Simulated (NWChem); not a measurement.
**Ionisation of dimethyl sulfide (C$_{2}$H$_{6}$S)**

SMILES: CSC
```xyz
9

C     -1.3791     0.0000     0.5069
S      0.0000     0.0000    -0.6547
C      1.3791     0.0000     0.5069
H     -1.3742     0.8990     1.1429
H     -2.3023     0.0000    -0.0896
H     -1.3742    -0.8990     1.1429
H      1.3742     0.8990     1.1429
H      2.3023     0.0000    -0.0896
H      1.3742    -0.8990     1.1429
```
Charge 0, spin multiplicity 1.

All runs are NWChem calculations. Structure: optimised with PBE0/def2-SVP, a minimum by its harmonic frequencies.

Basis set: def2-TZVP. −ε marks an orbital energy of the parent.

B3LYP has NWChem's definition, with VWN1-RPA local correlation.

**Question.** Order these methods by the first vertical ionisation energy they give, lowest first: −ε(HOMO) of HF, −ε(HOMO) of LDA (SVWN5), −ε(HOMO) of PBE, −ε(HOMO) of B3LYP.

**Answer.** −ε(HOMO) of PBE (5.02 eV), −ε(HOMO) of LDA (SVWN5) (5.10 eV), −ε(HOMO) of B3LYP (6.03 eV), −ε(HOMO) of HF (9.10 eV)
